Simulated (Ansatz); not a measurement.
A made-up structure of CH$_{4}$NSi, doublet:

| atom | x (Å) | y (Å) | z (Å) |
| --- | --- | --- | --- |
| C1 | -0.1413 | -0.6506 | -0.3937 |
| N2 | -1.0741 | 0.1312 | -0.7381 |
| Si3 | 0.9392 | -0.4297 | 0.9275 |
| H4 | -1.6972 | -0.1234 | -1.5044 |
| H5 | -1.2604 | 1.0325 | -0.2985 |
| H6 | 1.0245 | 0.9723 | 1.4443 |
| H7 | 2.2699 | -0.9849 | 0.5846 |

It is relaxed with PBE-D4/def2-SVP and then PBE0-D4/def2-TZVP (Ansatz 0.2.0). Atoms count as bonded within 1.22 times the sum of their covalent radii (H–H: 0.88 Å). The end point is not checked to be a true minimum.

Q: Does its bonding change? (Judge from chemistry; the calculation decides.)

A: The calculation gives: No: no bond forms or breaks.

Where it ends: The first stage lowers the energy by 0.68 eV in 8 steps. It ends as CH₄NSi ([NH2][C][SiH2]):
```xyz
7
angstrom
C -0.0322 -0.3426 -0.4493
N -1.2013 0.1297 -0.7674
Si 1.0057 -0.3305 1.0016
H -1.5545 0.0385 -1.7109
H -1.8154 0.6215 -0.1255
H 1.4836 1.0629 1.2530
H 2.1748 -1.2321 0.8201
```

Labels in which every atom is bracketed show which atoms are joined, not bond orders.

For scale, one of the runs: PBE0-D4/def2-TZVP relaxation, 123 basis functions, launched by `ansatz run in.yaml --threads 2 --pin off --events-out ev --progress --plain --max-ram 4352MiB`. The run took about 29 s on 2 CPU threads of an Arm Neoverse V1 (shared host).
